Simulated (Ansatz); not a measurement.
**SiH₅O (doublet): wave-function methods side by side at distance O1–H3 along a hydrogen transfer = 1.291 Å, cc-pVDZ**

Aim: climb from Hartree-Fock through coupled cluster and multireference methods for SiH₅O (doublet) at one geometry and basis, and see what each rung misses.

Program: Ansatz 0.2.0, Gaussian basis. Level of theory: cc-pVDZ, correlated electrons: outside noble gas. These are calculated values, not measurements.

To be run: UHF; CCSD(T) on ROHF; CCSD(T) on UHF; BCCD(T) on ROHF; CISD; CCSDT(Q) on ROHF; CCSDT(Q) on UHF; CASSCF and MRCISD+Q, 3 electrons in 3 orbitals; CASSCF and NEVPT2, 3 electrons in 3 orbitals.

### Step 1. The geometry

The geometry derives from fragments relaxed apart (PBE0/def2-TZVP) and kept rigid, so it is no stationary point. A hydrogen atom is moved between rigid fragments.

7 atoms, charge 0, spin multiplicity 2.

Atoms are counted from 1 here; the program's logs count them from 0.

Bond lengths: O1–H2 0.960 Å, H3–Si4 1.440 Å, Si4–H5 1.486 Å, Si4–H6 1.486 Å, Si4–H7 1.486 Å. Angles: H3–Si4–H5 107.6°, H3–Si4–H6 107.6°, H3–Si4–H7 107.6°, H5–Si4–H6 111.3°, H5–Si4–H7 111.3°, H6–Si4–H7 111.3°.

In the tables R marks a restricted open-shell determinant and U an unrestricted one; 'pair' is the active space of 3 electrons in 3 orbitals; correlation energies count from the lowest restricted Hartree-Fock solution.

### Step 2. UHF

Input file in.yaml:

```yaml
crystal:
  periodic: [false, false, false]
  atoms:
    - {symbol: O, position_ang: [-1.778542, -0.019012, 0.000000]}
    - {symbol: H, position_ang: [-2.027851, 0.907564, 0.000000]}
    - {symbol: H, position_ang: [-0.487542, -0.019012, 0.000000]}
    - {symbol: Si, position_ang: [0.952458, -0.019012, 0.000000]}
    - {symbol: H, position_ang: [1.402431, -1.435264, 0.000000]}
    - {symbol: H, position_ang: [1.402432, 0.689115, -1.226512]}
    - {symbol: H, position_ang: [1.402433, 0.689115, 1.226511]}
basis:
  gaussian: {orbitals: cc-pVDZ}
magnetization: {spin_polarized: true, initial_magnetization: 1}
hamiltonian: {xc: hf}
output: {orbitals: {seedname: orbitals}}
```

The run is started by

```
$ ansatz run in.yaml --threads 1 --pin off --events-out ev --progress --plain --max-ram 2816MiB --backend cpu
```

Further steps of the session: CCSD(T) on ROHF; CCSD(T) on UHF; BCCD(T) on ROHF; CISD; CCSDT(Q) on ROHF; CCSDT(Q) on UHF; CASSCF and MRCISD+Q, 3 electrons in 3 orbitals; CASSCF and NEVPT2, 3 electrons in 3 orbitals.

Q: Predict the results of all the runs planned. Wanted: correlation energy, UCCSDT(Q); RMP2 from UCCSDT(Q); UMP2 from UCCSDT(Q); RCCSD from UCCSDT(Q); RCCSD(T) from UCCSDT(Q); UCCSD(T) from UCCSDT(Q); RCCSDT(Q) from UCCSDT(Q); NEVPT2 pair from UCCSDT(Q); MRCISD+Q pair from UCCSDT(Q).

The runs gave:

```
                                      quantity                               value
                 correlation energy, UCCSDT(Q)                          -9.6055 eV
                           RMP2 from UCCSDT(Q)                         +1377.5 meV
                           UMP2 from UCCSDT(Q)                         +1411.9 meV
                          RCCSD from UCCSDT(Q)                          +229.0 meV
                       RCCSD(T) from UCCSDT(Q)                           +43.4 meV
                       UCCSD(T) from UCCSDT(Q)                           +43.7 meV
                      RCCSDT(Q) from UCCSDT(Q)                            +0.4 meV
                    NEVPT2 pair from UCCSDT(Q)                         +1320.9 meV
                  MRCISD+Q pair from UCCSDT(Q)                          +163.1 meV
levels of the table within 1 kcal/mol (43 meV)  BCCD(T), RCCSDT, UCCSDT, RCCSDT(Q)
                                 T1 diagnostic                               0.029
```

In words: RCCSD(T) lands +43.4 meV from the yardstick (0.5 % of the correlation energy). Of the multireference levels listed MRCISD+Q pair comes nearest in total energy (+163.1 meV), which doesn't show that its space is the better one. These misses are within one basis, not against nature; the frozen cores of restricted and unrestricted runs differ, which can shift their rows.
